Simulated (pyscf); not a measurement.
O=Os(=O)(OH)–OH [singlet] → O=Os(=O)(=O)=O + hydrogen (H₂), an elimination (singlet surface; H–O, H–O broken, H–H formed). Single points on ωB97X-D3(BJ)/def2-SVP structures (PySCF, gas phase). Energies in kcal/mol from the reactant's lowest minimum found.

Small-basis levels: PySCF, no dispersion term, spherical d functions. GFN2-xTB: tblite. Cost: rough CPU time at the saddle relative to B3LYP/6-31G*+LANL2DZ, from one job on a shared machine.

```csv
level,barrier,reaction energy,cost
HF/6-31G*+LANL2DZ,126.6,+98.5,0.1
SVWN5/6-31G*+LANL2DZ,34.0,+29.1,1.0
PBE/6-31G*+LANL2DZ,35.5,+19.0,1
B3LYP/6-31G*+LANL2DZ,(withheld),+34.6,1
M06-2X/6-31G*+LANL2DZ,(withheld),+59.1,3
B3LYP/6-311+G**+LANL2DZ,65.5,+49.9,1
GFN2-xTB,61.5,+82.8,under 0.02
ωB97M-D3(BJ)/def2-TZVP,(withheld),+45.7,–
```

Question: Complete the blanks.

Answer: 
- B3LYP/6-31G*+LANL2DZ, barrier: 54.8
- M06-2X/6-31G*+LANL2DZ, barrier: 76.8
- ωB97M-D3(BJ)/def2-TZVP, barrier: 68.6

Against the last row the barrier runs from -34.6 (SVWN5/6-31G*+LANL2DZ) to +58.0 kcal/mol (HF/6-31G*+LANL2DZ). At GFN2-xTB this geometry lies under one side, so the entry may be no barrier of that level: it is a single point on another level's saddle. ωB97M-D3(BJ)/def2-TZVP has limits of its own. On the reactant side the descent ends in a point that may be a rotor saddle (no frequency run), 5.0 kcal/mol over the lowest minimum found and 61.4 kcal/mol under the saddle at ωB97X-D3(BJ)/def2-TZVP. At ωB97X-D3(BJ)/def2-TZVP the barrier from the zero used here is 66.4 kcal/mol. One saddle was located; it need not be the lowest between these sides. In the def2 sets elements past Kr carry core potentials, without spin-orbit coupling.
